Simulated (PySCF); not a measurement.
Compound: hydrazinium(1+), N2H5 (charge +1).
InChI=1S/H4N2/c1-2/h1-2H2/p+1

Level of theory: PySCF 2.14.0, PBE0-D3(BJ)/def2-SVP geometry optimisation, gas phase.

Take the most abundant isotopes and a rigid rotor. 

What are A, B and C (GHz)?

Ia = 4.55, Ib = 21.63, Ic = 22.59 u·Å²; 505379 MHz·u·Å²/I gives 111002, 23359 and 22368 MHz, that is A = 111.00, B = 23.359, C = 22.368 GHz.

Classify the top.

A near-prolate asymmetric top; Ray's κ = -0.978.

What does the inertial defect say?

Not planar: Δ = Ic − Ia − Ib = -3.59 u·Å². For a rigid frame Δ = −2 Σ m c², so Σ m c² = 1.80 u·Å² lies off the ab plane: 1.73 from hydrogen and 0.07 from heavier atoms. The atom farthest from that plane is 0.96 Å away.

Which lines would a microwave search look for?

The dipole components (about the centre of mass, as the species is charged) are |μa| = 2.76 D, |μb| = 0.00 D, |μc| = 1.56 D; the mirror of this Cs structure is the ac plane, so μb vanishes by symmetry and there are no b-type lines. The squared components, which scale the intensities, stand as 1.00 : 0.32 (a : c). Some lines, for components of 0.1 D or more:

| type | branch | J(Ka,Kc) | MHz | lower level (cm⁻¹) |
| --- | --- | --- | --- | --- |
| a | Q | 1(1,0) ← 1(1,1) | 991 | 4.449 |
| a | Q | 3(1,2) ← 3(1,3) | 5947 | 11.992 |
| a | R | 2(1,1) ← 1(1,0) | 92447 | 4.482 |
| c | R | 1(1,0) ← 0(0,0) | 134361 | 0.000 |
| a | R | 3(0,3) ← 2(0,2) | 137150 | 4.576 |
| a | R | 4(0,4) ← 3(0,3) | 182827 | 9.150 |
| a | R | 4(2,2) ← 3(2,1) | 182988 | 20.913 |
| c | R | 3(1,2) ← 2(0,2) | 228298 | 4.576 |
| c | Q | 3(3,1) ← 3(2,1) | 440653 | 20.913 |
| c | R | 3(3,0) ← 2(2,0) | 577870 | 16.336 |

No frequency check. Constants of a rigid frame at the computed geometry: no zero-point averaging, no centrifugal distortion. A rigid rotor knows nothing of inversion at nitrogen or internal rotation, which can split or shift real lines. Quadrupole hyperfine structure (14N) is left out.

The run took 5.2 s of wall time on one thread, Arm Neoverse V1 (aarch64), shared host with 32 logical CPUs at a one-minute load of 22, and the process peaked at 0.27 GiB of memory. That covers the optimisation of the geometry.
